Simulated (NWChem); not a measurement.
**B86bPBE/cc-pVDZ (SMD water, esp resp) run of SiH4O (silanol)**

Aim: the vertical ionisation energy of SiH4O (silanol) at B86bPBE/cc-pVDZ (SMD water, esp resp), from 2 runs. 

The results are computed with NWChem 7.3.0.

3 further runs of the same task are left out: 3 set aside as unsound or not needed.

## 1. The structure to begin with

The species is SiH4O (6 atoms), meant as a singlet with charge 0. As SMILES, `O[SiH3]`. The coordinates come from a PBE0-D4/def2-TZVP relaxation.

Bond lengths: O1–Si2 1.648 Å, O1–H3 0.957 Å, Si2–H4 1.489 Å, Si2–H5 1.481 Å, Si2–H6 1.489 Å. Angles: O1–Si2–H4 111.7°, O1–Si2–H5 105.9°, O1–Si2–H6 111.7°, Si2–O1–H3 117.9°, H4–Si2–H5 109.9°, H4–Si2–H6 107.9°, H5–Si2–H6 109.9°.

## 2. A single-point energy at B86bPBE/cc-pVDZ (SMD water, esp resp)

h4osi.nw

```
start h4osi
title "H4OSi energy"
memory 2200 mb

geometry units angstrom noautosym nocenter noautoz
  O      0.636700    -1.030300     0.419000
  Si    -0.035700     0.346500    -0.187000
  H      0.069100    -1.629200     0.904700
  H     -1.128300     0.045700    -1.152800
  H      1.060500     1.064900    -0.875600
  H     -0.602300     1.202400     0.891700
end

basis spherical bse
  * library cc-pVDZ
end

cosmo
  do_cosmo_smd true
  solvent water
end

dft
  xc becke86b cpbe96
  grid coarse
end

esp
  restrain
  range 0.4
  spacing 0.035
  recalculate
end

task dft energy
task esp
```

Started as:

```sh
$ nwchem h4osi.nw > h4osi.out
```

The program printed:

```text
[...]
          Wavefunction type:  closed shell.
          No. of atoms     :     6
          No. of electrons :    26
[...]
          Charge           :     0
          Spin multiplicity:     1
[...]
          AO basis - number of functions:    52
[...]
              XC Information
              --------------
                    Becke 1986 Exchange Functional  1.000
            Perdew 1991 LDA Correlation Functional  1.000 local
           PerdewBurkeErnz. Correlation Functional  1.000 non-local
[...]
 d= 0,ls=0.0,diis     1   -367.0415772082 -4.32D+02  2.40D-02  4.66D-01     1.1
[...]
 d= 0,ls=0.0,diis     6   -367.0965870843 -4.04D-08  2.82D-06  2.95D-08     9.0
         Total DFT energy =     -367.096587084344
      One electron energy =     -636.061319120385
           Coulomb energy =      235.097995971537
    Exchange-Corr. energy =      -30.990470577204
 Nuclear repulsion energy =       64.754896467871
             COSMO energy =        0.102310173837
[...]
 Dipole moment                                  0.628397    0.628144    0.628144
 Quadrupole moment Qxx                         -3.594464   -3.589692   -3.589692
                   Qyy                          3.333987    3.330711    3.330711
                   Qzz                          0.260477    0.258981    0.258981
[...]
```

Run time: 14 s. Hardware: 1 thread of INTEL XEON PLATINUM 8581C at 2.10GHz (Emerald Rapids), shared host; peak memory 0.11 GiB.

## 3. The doublet cation at the same level

job.nw

```
start job
title "H4OSi"
memory total 2200 mb
charge 1

geometry units angstrom noautosym nocenter noautoz
  O     0.636700   -1.030300    0.419000
  Si   -0.035700    0.346500   -0.187000
  H     0.069100   -1.629200    0.904700
  H    -1.128300    0.045700   -1.152800
  H     1.060500    1.064900   -0.875600
  H    -0.602300    1.202400    0.891700
end

basis "ao basis" spherical bse
  * library cc-pVDZ
end

cosmo
  do_cosmo_smd true
  solvent water
end

dft
  xc becke86b cpbe96
  mult 2
  grid coarse
  iterations 150
  noprint "final vectors analysis"
end

esp
  restrain
  range 0.4
  spacing 0.035
  recalculate
end

task dft energy
task esp
```

Started as:

```sh
$ nwchem job.nw > job.out
```

The program printed:

```text
[...]
          Wavefunction type:  spin polarized.
          No. of atoms     :     6
          No. of electrons :    25
[...]
          Charge           :     1
          Spin multiplicity:     2
[...]
          AO basis - number of functions:    52
[...]
              XC Information
              --------------
                    Becke 1986 Exchange Functional  1.000
            Perdew 1991 LDA Correlation Functional  1.000 local
           PerdewBurkeErnz. Correlation Functional  1.000 non-local
[...]
 d= 0,ls=0.0,diis     1   -366.4573168404 -4.31D+02  3.49D-02  5.59D-01     1.1
[...]
 d= 0,ls=0.5,diis    78   -366.8059311389 -5.79D-07  2.61D-06  1.22D-06   153.1
[...]
         Total DFT energy =     -366.805931555067
      One electron energy =     -623.150168940277
           Coulomb energy =      227.424964696409
    Exchange-Corr. energy =      -30.635130467685
 Nuclear repulsion energy =       64.754896467871
             COSMO energy =       -5.200493311384
[...]
      <S2> =      0.7551 (Exact =     0.7500)
[...]
 Dipole moment                                  0.913698    0.911601    0.911601
 Quadrupole moment Qxx                         -6.041125   -6.037166   -6.037166
                   Qyy                          6.555900    6.552878    6.552878
                   Qzz                         -0.514775   -0.515712   -0.515712
[...]
```

Run time: 2.6 min. Hardware: 1 thread of INTEL XEON PLATINUM 8581C at 2.10GHz (Emerald Rapids), shared host; peak memory 0.11 GiB.

## 4. What came out

Level: B86bPBE/cc-pVDZ (SMD water, esp resp).

| quantity | value |
| --- | --- |
| singlet SiH4O: total energy | -367.09659 Eh |
| singlet SiH4O: dipole moment | 1.65 D |
| singlet SiH4O: HOMO energy | -6.98 eV |
| singlet SiH4O: LUMO energy | -0.19 eV |
| singlet SiH4O: HOMO–LUMO gap | 6.79 eV |
| singlet SiH4O: solvent term in the energy | -9.9 kJ/mol |
| doublet cation: total energy | -366.80593 Eh |
| doublet cation: HOMO energy (highest over α and β) | -9.39 eV |
| doublet cation: LUMO energy (lowest over α and β) | -8.90 eV |
| doublet cation: solvent term in the energy | -287.9 kJ/mol |
| doublet cation: ⟨S²⟩ | 0.755 |
| vertical ionisation energy (to the doublet cation) | 7.909 eV |

What this shows: Removing an electron at fixed nuclei costs 7.91 eV (182 kcal/mol). The continuum is in equilibrium with both charges, so this lies below a true vertical value in solution, where the slow polarisation stays frozen. −ε(HOMO) before ionisation, 6.98 eV, is 0.93 eV below this ionisation energy.
